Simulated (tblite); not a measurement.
Compound: C4H10P2.
Atom-mapped SMILES: `[CH3:1][CH:2]([CH3:3])/[CH:4]=[P:5]\[PH2:6]` (hydrogens: H7, H8, H9 on C1; H10 on C2; H11, H12, H13 on C3; H14 on C4; H15, H16 on P6)

The geometry is computed with GFN2-xTB (gas phase).

(1) List the bond lengths, angles and torsions at this level.

## Answers

(1) 
```
                  bond  length (Å)   order
          C1–C2, C2–C3       1.529  single
                 C2–C4       1.494  single
                 C4=P5       1.674  double
                 P5–P6       2.174  single
C1–H7 and 5 like bonds       1.088  single
                C2–H10       1.099  single
                C4–H14       1.084  single
        P6–H15, P6–H16       1.394  single
```

Bonds in one row agree within 0.01 Å and their mean is given. Orders are formal, as drawn. A selection of angles:
```
     angle  degrees
  C2–C1–H7    110.4
  H7–C1–H8    108.8
  C1–C2–C3    110.7
  C1–C2–C4    109.3
 C1–C2–H10    107.9
  C3–C2–C4    110.6
 C3–C2–H10    109.2
 C4–C2–H10    109.1
 C2–C3–H12    110.5
H11–C3–H12    108.5
  C2–C4–P5    129.2
 C2–C4–H14    115.0
 P5–C4–H14    115.7
  C4–P5–P6    102.1
 P5–P6–H15     94.4
H15–P6–H16     91.6
```

Torsions: C1–C2–C4–P5 -94° (anticlinal); C2–C4–P5–P6 -4° (synperiplanar). The mirror-image conformer, all signs reversed, is as good.

P5 (phosphorus bonded to C and P) is bent (angle 102.1°). The C–C distances run from 1.494 Å (C2–C4, drawn single) to 1.532 Å (C1–C2, drawn single), a spread of 0.038 Å. P6 (three-coordinate phosphorus) is pyramidal (angles 94.4°, 92.5° and 91.6°, sum 278.5°, 0.86 Å off the plane of its three neighbours). Of the pairs four or more bonds apart, P6···H10 is among the closest relative to their van der Waals radii: 2.58 Å, 86 % of the sum of Bondi's values.

Point group: C1 (no symmetry element, even within 0.4 Å). Its GFN2-xTB frequencies are all real (lowest 34 cm⁻¹). One conformer, not necessarily the lowest (C1–C2–C4–P5 -94°, C4–P5–P6–H 91° and -177°). 2 starts were optimised and ended at 0.00 and 0.05 kcal/mol (GFN2-xTB); the lowest of these is shown.
